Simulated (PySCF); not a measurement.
Compound: H₆OSi₂.
Numbering: `[SiH3:1][O:2][SiH3:3]`

Geometry (PBE0-D3(BJ)/def2-TZVP, Å), atoms numbered from 1 in this order:
```xyz
9
H6OSi2 angstrom
Si    -1.5433   -0.2209    0.1053
O      0.0673   -0.3380    0.3532
Si     1.5517    0.2210   -0.0399
H     -1.8578    1.0257   -0.6424
H     -2.0135   -1.3916   -0.6775
H     -2.2307   -0.1971    1.4197
H      2.4152   -0.9254   -0.4160
H      1.4571    1.1679   -1.1829
H      2.1421    0.9203    1.1289
```

The calculation used delta-SCF UKS SCAN, pcX-3 on the ionised atom, pcseg-2 elsewhere, spin-free X2C (PySCF). Binding energies are ΔSCF values: E(core-ionised, relaxed orbitals) − E(ground state) at a fixed geometry, referred to the vacuum level.

One binding energy is withheld.

```json
{"atom(s)": "O2", "bonded to": "2 Si", "level": "O 1s", "binding energy (eV)": "?"}
{"atom(s)": "Si1/Si3", "bonded to": "O and 3 H", "level": "Si 1s", "binding energy (eV)": "1847.51"}
{"atom(s)": "Si1/Si3", "bonded to": "O and 3 H", "level": "Si 2p3/2", "binding energy (eV)": "107.54"}
```

What is the O 1s binding energy of O2 (atom 2)?

538.19 eV (siloxane oxygen).

Which photon wavelength matches the Si 1s of Si1/Si3 threshold?

λ = hc/E = 12398.42 eV Å / 1847.51 eV = 6.711 Å.

Atoms equivalent by their bonding share one computed value, that of the first of them. Spin–orbit coupling isn't in the SCF: each 2p doublet comes from a relaxed spin-free hole plus a matrix of the shell (mean-field spin–orbit coupling and the ground-state 2p splitting), with 2p3/2 averaged over its two sublevels. 2p1/2 minus 2p3/2 (ligand field included): Si 0.63 eV. Geometry: PBE0-D3(BJ)/def2-TZVP; no solvent, vibrations or thermal averaging.
